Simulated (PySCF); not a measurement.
Borane carbonyl, CH3BO, SMILES [BH3-]C#[O+], point group C3v.

Level: B3LYP/pcSseg-1 in PySCF (density fitting, grid level 2); geometry and Hessian at that level, cubic constants and property derivatives from steps of ±0.6 along each species' dimensionless normal coordinates, second-order vibrational perturbation theory. The parent has the commonest isotopes.

Equilibrium geometry (Å):

```json
{"atom": "B1", "x": "-0.5400", "y": "0.0014", "z": "-0.0261"}
{"atom": "C2", "x": "0.9822", "y": "0.0011", "z": "0.0068"}
{"atom": "O3", "x": "2.1141", "y": "0.0009", "z": "0.0314"}
{"atom": "H4", "x": "-0.8721", "y": "-0.3586", "z": "1.0804"}
{"atom": "H5", "x": "-0.8293", "y": "-0.7827", "z": "-0.9012"}
{"atom": "H6", "x": "-0.8425", "y": "1.1458", "z": "-0.2776"}
```

Species: ²H at 4. Output of the displacement run:

```
mode    cm-1    km/mol   phi_rrr   E(+)/cm-1  E(-)/cm-1
  1    268.42     4.96      -2.4      50.73      51.04
  2    297.95     6.78       0.7      56.93      56.98
  3    703.10    22.24    -111.3     122.59     130.62
  4    777.42    12.62      37.1     141.27     138.63
  5    778.40     3.90       3.7     140.45     140.13
  6    987.71     0.00       2.2     178.05     177.87
  7    989.41     0.14      33.2     179.73     177.36
  8   1097.45     0.82      38.7     199.14     196.35
  9   1831.23    10.09     970.2     366.95     297.30
 10   2205.25   496.66     679.2     422.43     373.57
 11   2479.69    15.25    1026.6     485.27     411.48
 12   2518.22    38.01       0.9     455.72     455.64
```

For the shielding of H6 (σe = 30.09 ppm):

```csv
mode,ω (cm⁻¹),Σr φrrs (cm⁻¹),∂σ/∂q,∂²σ/∂q²
1,268,-22,-0.104,-0.290
2,298,1,0.189,-0.513
3,703,-226,-0.074,-0.040
4,777,165,0.126,-0.066
5,778,-7,0.041,-0.154
6,988,-3,0.147,-0.290
7,989,-139,-0.040,-0.265
8,1097,-47,0.096,-0.470
9,1831,361,0.213,-0.028
10,2205,-16,0.177,-0.027
11,2480,537,1.716,0.244
12,2518,0,-1.540,0.203
```

Problem. Work out the zero-point average of this shielding.

Solution. With ⟨qs⟩ = −Σr φrrs/(4ωs) and ⟨qs²⟩ = 1/2: the mean displacements are 0.020, -0.001, 0.080, -0.053, 0.002, 0.001, 0.035, 0.011, -0.049, 0.002, -0.054, 0.000. The anharmonic term Σ (∂σ/∂q)⟨q⟩ is -0.12 ppm, the harmonic term ¼ Σ ∂²σ/∂q² is -0.42 ppm, so ⟨σ⟩ = 29.55 ppm.
